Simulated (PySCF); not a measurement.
The dipole of `[nH]1cpcn1` from its density and from atomic charges.

Coordinates (PBE0-D3(BJ)/def2-TZVP, Å) and charges (e) from the PBE0/pcSseg-2 density (PySCF):

```tsv
atom	x	y	z	Mulliken	IAO	Hirshfeld	ESP-fitted
C1	0.843	0.255	-1.045	-0.0628	-0.2794	-0.0828	+0.1926
N2	0.775	0.929	0.082	-0.2359	-0.2203	-0.1385	-0.4811
N3	-0.159	0.372	0.844	-0.0560	-0.0887	-0.0169	+0.0647
C4	-0.813	-0.691	0.358	-0.0536	-0.3250	-0.0751	-0.1282
P5	-0.258	-1.110	-1.216	+0.1083	+0.2495	+0.0288	-0.1840
H6	1.564	0.587	-1.780	+0.0630	+0.1746	+0.0556	+0.1046
H7	-0.321	0.792	1.745	+0.1767	+0.3104	+0.1658	+0.2747
H8	-1.577	-1.153	0.967	+0.0603	+0.1789	+0.0632	+0.1566
```

**Question.** Compute μ = Σ q r for each scheme (1 e·Å = 4.803 D) and compare with the dipole of the full density.

**Answer.** The full density gives (-1.16, 0.10, 2.13) D, 2.43 D in size; dipole vectors point from the negative to the positive end.

```json
{"scheme": "Mulliken", "μx": "-1.27", "μy": "-1.11", "μz": "0.49", "size (D)": "1.76", "share of the full size (%)": "72", "angle to the full dipole (°)": "56"}
{"scheme": "IAO", "μx": "-1.45", "μy": "-1.05", "μz": "0.88", "size (D)": "1.99", "share of the full size (%)": "82", "angle to the full dipole (°)": "45"}
{"scheme": "Hirshfeld", "μx": "-0.90", "μy": "-0.22", "μz": "1.20", "size (D)": "1.52", "share of the full size (%)": "62", "angle to the full dipole (°)": "13"}
{"scheme": "ESP-fitted", "μx": "-1.16", "μy": "0.08", "μz": "2.10", "size (D)": "2.40", "share of the full size (%)": "99", "angle to the full dipole (°)": "0"}
```

**Question.** Which set comes closest?

**Answer.** Length of the difference vector: ESP-fitted 0.04 D, Hirshfeld 1.02 D, IAO 1.73 D, Mulliken 2.04 D. Closest: ESP-fitted. The schemes that divide the density aren't constrained to reproduce the dipole.

**Question.** What is left for the Hirshfeld atoms' own dipoles?

**Answer.** The shares of the density sum to the whole, so what Σ q r misses lies in dipoles about the nuclei. The atomic dipoles sum to (-1.16, 0.10, 2.13) − (-0.90, -0.22, 1.20) = (-0.26, 0.32, 0.93) D, 1.02 D in size.

**Question.** With the origin at the mean of the coordinates, (0.007, -0.002, -0.005) Å, which are the largest single terms, by size, of the IAO dipole along the direction of the full one?

**Answer.** H7 +2.57, H6 -1.91, C1 +1.75, H8 +1.34, P5 -1.17 D; all 8 atoms together +1.42 D. The single terms depend on the origin, their sum doesn't.

**Question.** Give the size of the full dipole in other units.

**Answer.** 2.43 D = 0.957 au = 0.506 e·Å = 8.11 × 10⁻³⁰ C·m.

Geometry: PBE0-D3(BJ)/def2-TZVP; no solvent, vibrations or thermal averaging.
